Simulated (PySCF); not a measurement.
C5H12P (charge +1).
Z-matrix (Å and degrees, PBE0-D3(BJ)/def2-SVP geometry), rows numbered from 1:
```
C 
C   1  1.3337
C   2  1.5004  1  123.83
P   3  1.8166  2  111.36  1   106.02
C   4  1.7975  3  111.72  2   173.60
C   4  1.7945  3  110.61  2   -61.36
H   1  1.0949  2  121.84  3     0.87
H   1  1.0929  2  121.04  3   179.09
H   2  1.0960  1  119.82  3  -179.27
H   3  1.1037  2  112.21  1  -134.39
H   3  1.1034  2  112.13  1   -13.23
H   4  1.4114  3  107.22  2    55.74
H   5  1.1004  4  109.44  3    61.89
H   5  1.0998  4  109.68  3   -58.03
H   5  1.0999  4  109.91  3  -178.10
H   6  1.0998  4  109.03  3    54.37
H   6  1.0997  4  110.04  3   174.67
H   6  1.1005  4  109.33  3   -65.10
```

All values: PBE0/pcSseg-1 and CAM-B3LYP/def2-SVPD (PySCF, non-relativistic), on one gas-phase PBE0-D3(BJ)/def2-SVP geometry that isn't relaxed in the solvent. The solvent is an IEF-PCM continuum (Bondi radii, 1.10 Å for H, scaled by 1.2). The model holds no explicit solvent molecules, cavitation or dispersion.

Gas phase at PBE0/pcSseg-1: HOMO -11.82 eV, LUMO -4.38 eV.

Question: What does the continuum do to the energy and the frontier levels at PBE0/pcSseg-1 in dichloromethane and methanol?

Answer: 
```json
{"solvent": "dichloromethane", "ε": "8.93", "E(solvent) − E(gas) (kcal/mol)": "-50.25", "polarisation term (kcal/mol)": "-51.33", "distortion of the solute (kcal/mol)": "1.08", "HOMO (eV)": "-8.30", "LUMO (eV)": "-0.77"}
{"solvent": "methanol", "ε": "32.61", "E(solvent) − E(gas) (kcal/mol)": "-55.15", "polarisation term (kcal/mol)": "-56.62", "distortion of the solute (kcal/mol)": "1.47", "HOMO (eV)": "-8.00", "LUMO (eV)": "-0.46"}
```

Polarisation term: ½ Σ q·V over the induced surface charges. Distortion: the rise of the solute's own energy as its density leaves the gas-phase optimum. From dichloromethane to methanol the lowering changes by a factor 1.10, Born's factor 1 − 1/ε by 1.09 and ε itself by 3.7.

Question: Which radius a makes Born's formula ΔE = −(q²/2a)(1 − 1/ε) give the value in methanol?

Answer: a = q²(1 − 1/ε)/(2|ΔE|) = 2.92 Å, with q = +1 e and |ΔE| = 0.0879 Eh; the farthest nucleus lies 3.76 Å from the centroid of the nuclei. The formula assumes a point charge at the centre of a sphere.

Question: Which ESP-fitted charges (PBE0/pcSseg-1) respond most in dichloromethane (means over atoms taken as equivalent)?

Answer: 
| atoms | environment | gas (e) | solvent (e) | change |
| --- | --- | --- | --- | --- |
| P4 | phosphonium phosphorus | +0.687 | +0.844 | +0.157 |
| C1 | terminal =CH2 carbon | -0.390 | -0.458 | -0.068 |
| C5/C6 | sp3 carbon bound to phosphorus | -0.662 | -0.708 | -0.046 |
| C3 | sp3 carbon bound to phosphorus | -0.382 | -0.410 | -0.028 |
| H12 | P–H hydrogen | +0.074 | +0.061 | -0.013 |
| H7 | vinylic hydrogen | +0.208 | +0.220 | +0.012 |
| H9 | vinylic hydrogen | +0.132 | +0.139 | +0.007 |
| H10/H11 | methylene hydrogen | +0.198 | +0.205 | +0.007 |
| H8 | vinylic hydrogen | +0.212 | +0.206 | -0.006 |
| H13 (×6) | methyl hydrogen | +0.238 | +0.241 | +0.003 |
| C2 | alkene CH carbon | -0.040 | -0.040 | 0.000 |

Gas phase at CAM-B3LYP/def2-SVPD: HOMO -13.11 eV, LUMO -3.26 eV.

Question: What does the continuum do to the energy and the frontier levels at CAM-B3LYP/def2-SVPD in dichloromethane?

Answer: 
```csv
solvent,ε,E(solvent) − E(gas) (kcal/mol),polarisation term (kcal/mol),distortion of the solute (kcal/mol),HOMO (eV),LUMO (eV)
dichloromethane,8.93,-50.23,-51.49,1.26,-9.59,0.33
```

Question: How does the static polarisability (CAM-B3LYP/def2-SVPD, frozen core, with the continuum's full static response) change?

Answer: 
```json
{"medium": "gas", "isotropic (au)": "79.3", "principal values (au)": "66.7, 73.1, 98.0", "⟨r²⟩ of the electrons (bohr²)": "917.5"}
{"medium": "dichloromethane", "isotropic (au)": "103.5", "principal values (au)": "89.9, 95.8, 124.8", "⟨r²⟩ of the electrons (bohr²)": "920.5"}
```

The isotropic value in dichloromethane is 1.31 times the gas-phase one; no cavity-field correction is applied. ⟨r²⟩ is taken about the centre of nuclear charge.

On an AMD EPYC 9R45 with one thread, on a shared host, this took 12 s of wall time and 0.94 GiB of memory at its peak. This is the whole shielding run at PBE0/pcSseg-1 in methanol, SCF included.
